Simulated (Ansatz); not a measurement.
`O=BO`, relaxed with RKS PBE0-D4/def2-TZVP in Ansatz 0.2.0 from a GFN2-xTB geometry. The force threshold is 0.005 eV/Å; the program also tests the step.

The species carries charge 0 and has multiplicity 1.

Start:

```xyz
4

O    -1.669   -0.279   -0.025
B    -0.478   -0.182    0.035
O     0.822   -0.150    0.133
H     1.325    0.611   -0.143
```

```csv
step,energy (eV),largest force (eV/Å),largest move (Å)
1,-4785.5033,1.254,0.000
2,-4785.5194,0.308,0.013
3,-4785.5221,0.120,0.007
4,-4785.5244,0.165,0.014
5,-4785.5255,0.014,0.016
6,-4785.5255,0.002,0.000
```

End:

```xyz
4

O    -1.675   -0.262   -0.033
B    -0.469   -0.193    0.041
O     0.849   -0.171    0.144
H     1.296    0.626   -0.151
```

It took 5 s on 2 threads of a server CPU on a shared host, with 0.17 GiB of host memory at the peak.
